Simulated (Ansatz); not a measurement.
# BNH (doublet): from Hartree-Fock to the top rungs at angle B1–N2–H3 = 141.7°, 6-31G

How much of the correlation energy of BNH (doublet) does each wave-function method recover here?

Program: Ansatz 0.2.0, Gaussian basis. Level of theory: 6-31G, core rule «outside noble gas», up to 2 orbitals frozen. These are calculated values, not measurements.

The runs, in order: UHF; CCSD(T) on ROHF; CCSD(T) on UHF; BCCD(T) on ROHF; CISD; CCSDT(Q) on ROHF; CCSDT(Q) on UHF; CCSDTQ on ROHF; CASSCF and MRCISD+Q, 3 electrons in 3 orbitals; CASSCF and NEVPT2, 3 electrons in 3 orbitals; CASSCF and MRCISD+Q, 9 electrons in 9 orbitals; CASSCF and NEVPT2, 9 electrons in 9 orbitals; Full CI.

15 further runs of the same task are left out: 2 for a known fault of the program, 1 for a mislabelled method, 8 that didn't finish, 4 set aside as unsound or not needed.

**1. The system**

The geometry derives from a PBE0/def2-TZVP stationary point (not a proven minimum). One angle is set to the value named; bond lengths are kept.

3 atoms, charge 0, spin multiplicity 2.

Atoms are counted from 1 here; the program's logs count them from 0.

Bond lengths: B1–N2 1.234 Å, N2–H3 0.993 Å. Angles: B1–N2–H3 141.7°.

**2. UHF**

File in.yaml:

```yaml
crystal:
  periodic: [false, false, false]
  atoms:
    - {symbol: B, position_ang: [0.222552, 0.000000, 0.714078]}
    - {symbol: N, position_ang: [-0.182104, 0.000000, -0.451209]}
    - {symbol: H, position_ang: [0.143524, 0.000000, -1.388918]}
basis:
  gaussian: {orbitals: 6-31G}
magnetization: {spin_polarized: true, initial_magnetization: 1}
hamiltonian: {xc: hf}
output: {orbitals: {seedname: orbitals}}
```

On the command line:

```console
ansatz run in.yaml --threads 1 --pin off --events-out ev --progress --plain --max-ram 2393MiB
```

The runs that follow: CCSD(T) on ROHF; CCSD(T) on UHF; BCCD(T) on ROHF; CISD; CCSDT(Q) on ROHF; CCSDT(Q) on UHF; CCSDTQ on ROHF; CASSCF and MRCISD+Q, 3 electrons in 3 orbitals; CASSCF and NEVPT2, 3 electrons in 3 orbitals; CASSCF and MRCISD+Q, 9 electrons in 9 orbitals; CASSCF and NEVPT2, 9 electrons in 9 orbitals; Full CI.

Q: Predict the results of all the runs planned. Wanted: FCI below the RHF energy; RMP2 from FCI; UMP2 from FCI; RCCSD from FCI; RCCSD(T) from FCI; UCCSD(T) from FCI; RCCSDT(Q) from FCI; UCCSDT(Q) from FCI; NEVPT2 pair from FCI.

The runs gave:

| quantity | value |
| --- | --- |
| FCI below the RHF energy | -4.8009 eV |
| RMP2 from FCI | +11.89 kcal/mol |
| UMP2 from FCI | +13.09 kcal/mol |
| RCCSD from FCI | +4.66 kcal/mol |
| RCCSD(T) from FCI | +0.68 kcal/mol |
| UCCSD(T) from FCI | +0.96 kcal/mol |
| RCCSDT(Q) from FCI | -0.01 kcal/mol |
| UCCSDT(Q) from FCI | -0.12 kcal/mol |
| NEVPT2 pair from FCI | +9.88 kcal/mol |
| MRCISD+Q pair from FCI | +2.08 kcal/mol |
| NEVPT2 valence from FCI | +8.11 kcal/mol |
| levels within 1 kcal/mol (43 meV) | RCCSD(T), UCCSD(T), BCCD(T), RCCSDT, UCCSDT, RCCSDT(Q), UCCSDT(Q), RCCSDTQ, MRCISD+Q valence |
| T1 diagnostic | 0.035 |
| effectively unpaired electrons | 1.09 |

In words: RCCSD(T) lands +0.68 kcal/mol from the yardstick (0.6 % of the correlation energy). UCCSDT(Q) falls below full CI: unrestricted runs freeze a spin-polarised core, another one than full CI's, and coupled cluster isn't variational. One determinant dominates. Of the multireference levels listed MRCISD+Q valence comes nearest in total energy (+0.84 kcal/mol), which doesn't show that its space is the better one. These misses are within one basis, not against nature; the frozen cores of restricted and unrestricted runs differ, which can shift their rows.
